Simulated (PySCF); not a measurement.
## Working with the constants of PS

ROHF-CCSD(T) constants of PS, ²Π (doublet), unpaired electrons π ↑ (basis P def2-TZVPP, S def2-TZVPP; no relativity; PySCF 2.14; masses 30.9738 and 31.9721 u):

| Item | Value |
| --- | --- |
| ωe | 734.3 cm⁻¹ |
| ωexe | 2.96 cm⁻¹ |
| Be | 0.29302 cm⁻¹ |
| αe | 0.00154 cm⁻¹ |
| De to P + S | 4.10 eV |

Problem. What force constant and bond length do these constants imply?

Solution. Reduced mass μred = 15.733 u; k = 5.8918×10⁻⁷·μred·ωe² (u, cm⁻¹, mdyn/Å) = 5.00 mdyn/Å; Re = √(16.8576/(μred·Be)) (u, cm⁻¹, Å) = 1.912 Å.

Problem. Estimate the centrifugal constant D from the Kratzer relation and find the Dunham coefficient a1.

Solution. D = 4Be³/ωe² = 1.87e-07 cm⁻¹; a1 = −1 − αeωe/(6Be²) = -3.20.

Correlated steps freeze 10 core orbitals. The state is the lowest determinant that a PBE0 search found; another state may lie lower at other levels.
